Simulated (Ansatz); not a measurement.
Ni (fcc, Cu type): values from a third-order Birch-Murnaghan fit to a volume scan beside measured ones. Computed values: PBEsol (plane waves to 420 eV, PAW, scalar-relativistic; Ansatz, a program for electronic structure). Ni was relaxed with its symmetry unable to fall. Relaxed Ni ends ferromagnetic. Other magnetic orders were not checked, so this need not be the ground state.

```
quantity                reference                                       kind
----------------------  ---------  -----------------------------------------
Lattice constant a (Å)      3.508  measured, corrected to the static lattice
Bulk modulus B₀ (GPa)       192.5  measured, corrected to the static lattice
```

References as given in: Daniel Mejia-Rodriguez, S. B. Trickey, Physical Review B (2018), arXiv:1807.09216.

**Question.** Estimate the PBEsol values and the sign and size of each difference.

**Answer.** 
| quantity | PBEsol | difference |
|---|---|---|
| Lattice constant a (Å) | 3.463 | -1.3 % |
| Bulk modulus B₀ (GPa) | 229 | +18.9 % |

PBEsol underestimates the lattice constant a by 1.3 %. PBEsol overestimates the bulk modulus B₀ by 18.9 %.

(A scan under strain: stresses follow from slopes of the energy per volume, elastic moduli from its curvatures.)
